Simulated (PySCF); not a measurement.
Species: pyridazine, C4H4N2.
Atom-mapped SMILES: `[cH:1]1[cH:2][cH:3][n:4][n:5][cH:6]1` (hydrogens: H7 on C1; H8 on C2; H9 on C3; H10 on C6)

Structure optimised with GFN2-xTB, isolated species.

Q: What internal coordinates does the optimisation give?

A: 
```tsv
bond	length (Å)	order
C1–C2	1.381	aromatic
C3–N4, N5–C6	1.319	aromatic
N4–N5	1.299	aromatic
C1–C6, C2–C3	1.394	aromatic
C1–H7, C2–H8	1.080	single
C3–H9, C6–H10	1.081	single
```

Bonds in one row agree within 0.01 Å and their mean is given. Orders are formal, as drawn. A selection of angles:
```tsv
angle	degrees
C2–C1–C6	116.7
C2–C1–H7	122.0
C6–C1–H7	121.2
C2–C3–N4	122.8
C2–C3–H9	121.8
N4–C3–H9	115.4
C3–N4–N5	120.4
```

The 6 heavy atoms lie in one plane (0.001 Å rms). The 6-membered ring C1–C2–C3–N4–N5–C6 has internal angles of 116.7° to 122.8° (sum 720°, against 720° for a flat polygon); it is planar, 0.00 Å rms from its mean plane, widest ring torsion 0°. N4 (pyridine-type nitrogen) is bent (angle 120.4°).

Point group: C2v (every atom within 0.08 Å of its image). Not checked by GFN2-xTB frequencies.

These are computed values.
